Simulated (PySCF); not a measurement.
Stepwise substitution at one centre (Si Cl-H). Gas-phase values, no solvent. Strings in code marks are SMILES.

Method: CAM-B3LYP-D3(BJ)/def2-TZVP (PySCF). Delta-SCF ions had no search for a lower state. Excitations are Tamm–Dancoff values on a coarser integration grid. The basis has no diffuse functions, so Rydberg states are missing or too high.

| species | S1 oscillator strength | vertical ionisation energy (Delta-SCF) (eV) | T1 excitation (TDA) (eV) | S1 excitation (TDA) (eV) |
|---|---|---|---|---|
| 1 of 4 Cl replaced by H (`[SiH](Cl)(Cl)Cl`) | 0.000 | 11.76 | 7.53 | 8.07 |
| 2 of 4 Cl replaced by H (`Cl[SiH2]Cl`) | 0.009 | 11.56 | 7.40 | 7.81 |
| 3 of 4 Cl replaced by H (`[SiH3]Cl`) | 0.009 | 11.63 | 7.17 | 7.61 |
| 4 of 4 Cl replaced by H | – | 12.63 | – | – |
